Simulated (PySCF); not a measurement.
**MgCl2: stationary points from several starts**

Aim: find the stationary points of MgCl2 from linear and bent starts in the singlet state, tell minima from saddle points, and describe the lowest.

Computed with PySCF 2.14.0. Level: BP86, basis Mg def2-TZVP, Cl def2-TZVP, no relativity, density fitting.

## Step 1: Where the work starts

3 atoms, charge 0, spin multiplicity 1.

Bond lengths: Mg1–Cl2 2.380 Å, Mg1–Cl3 2.380 Å. Angles: Cl2–Mg1–Cl3 180.0°.

```xyz
3
charge 0 multiplicity 1
Mg    0.0000    0.0000    0.0000
Cl    0.0000    0.0000    2.3800
Cl    0.0000    0.0000   -2.3800
```

## Step 2: Linear start, singlet: relaxation

The steps below are one call of a driver around PySCF. For each, scf.py gives the equivalent set-up of the SCF; relaxations use the driver's own optimiser. Before each start the driver seeks the lowest SCF state from one or more starting densities and follows internal instabilities, so scf.py alone need not reach the same state.

The program finds D∞h symmetry in the start, which this walk keeps.

Input file scf.py:

```python
from pyscf import gto, scf, dft
mol = gto.M(atom='''
Mg     0.000000     0.000000     0.000000
Cl     0.000000     0.000000     2.380000
Cl     0.000000     0.000000    -2.380000''',
    basis={'Mg': 'def2-TZVP', 'Cl': 'def2-TZVP'},
    charge=0, spin=0)
mf = dft.RKS(mol, xc='B88,P86')
mf.grids.atom_grid = (50, 194)
aux = {'Mg': 'def2-universal-JKFIT', 'Cl': 'def2-universal-JKFIT'}
mf = mf.density_fit(auxbasis=aux)
mf.kernel()
```

Energy and gradient, step by step:

```
step   energy (Eh)  change (kJ/mol)  largest symmetric gradient (Eh/bohr)
   0  -1120.743889             0.00                               0.03234
   1  -1120.753555           -25.38                               0.01955
   2  -1120.756822           -33.96                               0.00892
   3  -1120.757359           -35.36                               0.00162
   4  -1120.757379           -35.42                               0.00010
   5  -1120.757379           -35.42                               0.00000
```

The walk took 3.6 s on 4 threads, shared host.

Geometry (Å) and forces (eV/Å) at some steps:

```
step 0
Mg   0.000   0.000   0.000   0.000   0.000   0.000
Cl   0.000   0.000   2.380   0.000   0.000  -1.663
Cl   0.000   0.000  -2.380   0.000   0.000   1.663
step 1
Mg   0.000   0.000   0.000   0.000   0.000   0.000
Cl   0.000   0.000   2.283   0.000   0.000  -1.005
Cl   0.000   0.000  -2.283   0.000   0.000   1.005
step 3
Mg   0.000   0.000   0.000   0.000   0.000   0.000
Cl   0.000   0.000   2.193   0.000   0.000  -0.083
Cl   0.000   0.000  -2.193   0.000   0.000   0.083
step 5
Mg   0.000   0.000   0.000   0.000   0.000   0.000
Cl   0.000   0.000   2.186   0.000   0.000   0.000
Cl   0.000   0.000  -2.186   0.000   0.000   0.000
```

It settles in D∞h symmetry, 35.4 kJ/mol below the start, after 5 steps: Mg–Cl 2.186 Å (×2); Cl–Mg–Cl 180.0°.

## Step 3: Vibrations and properties at this point

The point is checked on the finer grid, and tightened if its gradient asks for it. The Hessian and the dipole derivatives come from central differences of analytic gradients, with steps of 0.01 bohr.

Edit scf.py of step 2 so:

```diff
@@ -3,3 +3,3 @@
-Mg     0.000000     0.000000     0.000000
-Cl     0.000000     0.000000     2.380000
-Cl     0.000000     0.000000    -2.380000''',
+Mg    -0.000000     0.000000     0.000000
+Cl    -0.000000    -0.000000     2.186477
+Cl     0.000000     0.000000    -2.186477''',
@@ -9 +9 @@
-mf.grids.atom_grid = (50, 194)
+mf.grids.atom_grid = (75, 302)
```

The driver hands on the density of the step before, so the log starts near convergence.

Log of the central SCF (cycles and frontier levels):

```text
init E= -1120.75737582364
  HOMO = -0.283604838281851  LUMO = -0.0956285025890331  gap/eV = 5.11510
cycle= 1 E= -1120.75737582363  delta_E= 1.11e-11  |g|= 9.34e-06  |ddm|= 1.37e-05
  HOMO = -0.283605420073802  LUMO = -0.0956275100114929  gap/eV = 5.11514
Extra cycle  E= -1120.75737582359  delta_E= 3.98e-11  |g|= 1.49e-05  |ddm|= 2.17e-05
converged SCF energy = -1120.75737582359
```

The whole step took 4.7 s.

Geometry: D∞h; Mg–Cl 2.186 Å (×2); Cl–Mg–Cl 180.0°.

Harmonic modes (main isotopes):

```csv
symmetry,ω (cm⁻¹),IR (km/mol)
πu,105,104
σg+,313,0.0
σu+,602,142
```

Every mode is real; the point is a minimum.

Constants and moments:

| Property | Result |
| --- | --- |
| Dipole moment | 0.00 D |
| Highest occupied level | -7.72 eV |
| Lowest empty level | -2.60 eV |
| Rotational constants | 0.05042 cm⁻¹ |
| Zero-point energy | 6.7 kJ/mol |
| Principal polarisabilities | 38.6, 38.6, 61.4 bohr³ |
| Atomisation energy without zero-point energy | 768 kJ/mol |
| Principal traceless quadrupole moments about the centre of mass | -15.80, 7.90, 7.90 D Å |
| Entropy at 298.15 K and 1 bar | 272.8 J/(mol K) |
| Heat capacity Cp at 298.15 K | 56.6 J/(mol K) |
| Enthalpy at 298.15 K above 0 K | 13.96 kJ/mol |
| Rotational symmetry number | 2 |

Populations by atom (charges in e):

```
 atom  Mulliken  Löwdin  polar tensor  Mayer order to Mg1
  Mg1      0.82    0.00          1.19                   –
Cl2,3     -0.41    0.00         -0.59                1.01
```

Mulliken populations on Mg1: s 4.46, p 6.45, d 0.27.

## Step 4: Relaxing the singlet from the bent start

The program finds C2v symmetry in the start, which this walk keeps. Threshold on the gradient: 0.0003 Eh/bohr, with a further test on the energy change.

Edit scf.py of step 3 so:

```diff
@@ -3,3 +3,3 @@
-Mg    -0.000000     0.000000     0.000000
-Cl    -0.000000    -0.000000     2.186477
-Cl     0.000000     0.000000    -2.186477''',
+Mg     0.000000     0.000000    -1.016495
+Cl     1.949600    -0.000000     0.348605
+Cl    -1.949600     0.000000     0.348605''',
@@ -9 +9 @@
-mf.grids.atom_grid = (75, 302)
+mf.grids.atom_grid = (50, 194)
```

Steps of the walk:

| step | energy (Eh) | change (kJ/mol) | largest symmetric gradient (Eh/bohr) |
| --- | --- | --- | --- |
| 0 | -1120.718580 | 0.00 | 0.04900 |
| 1 | -1120.734462 | -41.70 | 0.03393 |
| 2 | -1120.748076 | -77.44 | 0.01020 |
| 3 | -1120.753507 | -91.70 | 0.00884 |
| 4 | -1120.755991 | -98.22 | 0.00822 |
| 5 | -1120.756956 | -100.76 | 0.00449 |
| 6 | -1120.757332 | -101.74 | 0.00083 |
| 7 | -1120.757368 | -101.84 | 0.00110 |
| 8 | -1120.757379 | -101.87 | 0.00003 |

The walk took 5.6 s.

End point (D∞h, 8 steps, 101.9 kJ/mol gained): Mg–Cl 2.186 Å (×2); Cl–Mg–Cl 179.9°.

## Step 5: Outcome

| quantity | value |
| --- | --- |
| lowest minimum | singlet, D∞h |
| geometry | Mg–Cl 2.186 Å (×2); Cl–Mg–Cl 180.0° |
| wavenumbers (cm⁻¹) | 105 (πu), 313 (σg+), 602 (σu+) |
| dipole moment | 0.00 D |
| highest occupied, lowest empty level | -7.72, -2.60 eV |
| polar-tensor charge of Mg1 | +1.19 e |
| zero-point energy | 6.7 kJ/mol |
| entropy at 298.15 K | 272.8 J/(mol K) |
| atomisation energy (no zero-point energy) | 768 kJ/mol |

The lowest minimum found is the singlet of D∞h symmetry. The strongest infrared band lies at 602 cm⁻¹ (σu+). The dipole vanishes although Mg1 carries +1.2 e by the polar tensor: the bond dipoles cancel. A search over typed starts can miss a lower isomer.

The search up to here took 15 s.
